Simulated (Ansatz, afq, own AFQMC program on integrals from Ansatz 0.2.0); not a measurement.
Two steps: Ansatz 0.2.0 writes the Fock matrix and Cholesky factors of the valence space, and afq projects on them the lowest state that overlaps trial and start.

```yaml
crystal:
  periodic: [false, false, false]
  atoms:
    - {symbol: B, position_ang: [-0.024311, 0.074544, 0.737316]}
    - {symbol: C, position_ang: [-0.024311, -0.077297, -0.751455]}
    - {symbol: H, position_ang: [-0.024311, 1.173086, 1.224928]}
    - {symbol: H, position_ang: [-0.024311, -0.884500, 1.452685]}
    - {symbol: H, position_ang: [0.599060, -0.167059, -1.631553]}
basis:
  gaussian: {orbitals: cc-pVDZ}
magnetization: {spin_polarized: false, initial_magnetization: 2}
correlation: {method: ccsd_t, electrons: outside_noble_gas, hamiltonian_folder: ham}
```

```sh
$ ansatz run in.yaml --threads 1 --pin off --events-out ev --progress --plain --max-ram 1382MiB
```

Options of the walk:

```
--method phaseless --trial cisd --walkers 60 --populations 1 --least-time 40 --time-step 0.005 --steps-per-block 50 --equilibration-blocks 40 --max-blocks 300 --target-error 0.00076 --factor-cut 1e-05 --start spin_pure --seed 9719 --release-times 0.24,0.51,0.99,1.62,2.4 --release-step 0.03 --release-every 4 --taylor-order 6
```

Times are imaginary, in 1/Eh. The walk had a cap of 1573 s.

afq prints:

```
orbitals 41  electrons 6 4  factors 323 of 394
reference energy -64.18172554 Eh
CCSD correlation -0.21015527 Eh in 12 cycles, weight of the determinant in the CISD state 0.8995
energy of the start -64.391880 Eh
 block  time / (1/Eh)  mean weight  energy / Eh
     1     0.250  1.0008  -64.389383
     2     0.500  0.9999  -64.390351
     3     0.750  0.9994  -64.392852
     4     1.000  1.0001  -64.393983
     5     1.250  1.0025  -64.396237
     9     2.250  0.9987  -64.394673
    21     5.250  1.0005  -64.401125
    41    10.250  0.9989  -64.396907
    61    15.250  1.0000  -64.399032
    81    20.250  0.9998  -64.397162
   101    25.250  1.0026  -64.394283
   121    30.250  0.9988  -64.393489
   141    35.250  1.0013  -64.397257
   161    40.250  0.9985  -64.399158
   181    45.250  1.0009  -64.399178
   186    46.500  0.9973  -64.393091
   196    49.000  1.0015  -64.395874
blocks merged  error / Eh  count
     1  0.000191  160
     2  0.000238  80
     4  0.000263  40
     8  0.000296  20
    16  0.000287  10
released: time / (1/Eh)  energy / Eh  error  mean overlap
  0.24  -64.397211  0.000379  0.9918
  0.51  -64.397560  0.000361  0.9807
  0.99  -64.398013  0.000317  0.9586
  1.62  -64.397443  0.000456  0.9789
  2.40  -64.397330  0.000444  0.9937
energy -64.397300 +/- 0.000296 Eh
(rows thinned)
```

The run passed its tests (sampling time, drift between the halves within three errors, error under three times the target), which doesn't prove that it has relaxed. The second half of the sampling lies above the first by 1.7 errors of their difference, so the energy may still be moving and its error bar be too small.

Against this walk (error 8.1 meV) on the same determinant: CCSD(T) 24.9 meV higher, CCSDT(Q) 4.2 meV lower (within the noise). The error is statistical and leaves out the bias of the constraint. Released to 2.40 1/Eh the energy moves by -1 ± 15 meV (both errors), within twice the noise.

Cautions: constraint bias not in the error; lower spins were not checked.

The walk took 11 min on 1 thread of AMD EPYC (Zen 3), on a shared host. The log's last line is the phaseless energy.

CCSDT and higher add their correlation energy to the determinant of the CCSD(T) run, since their own runs factorise the integrals more tightly (a shift of under 2 meV).
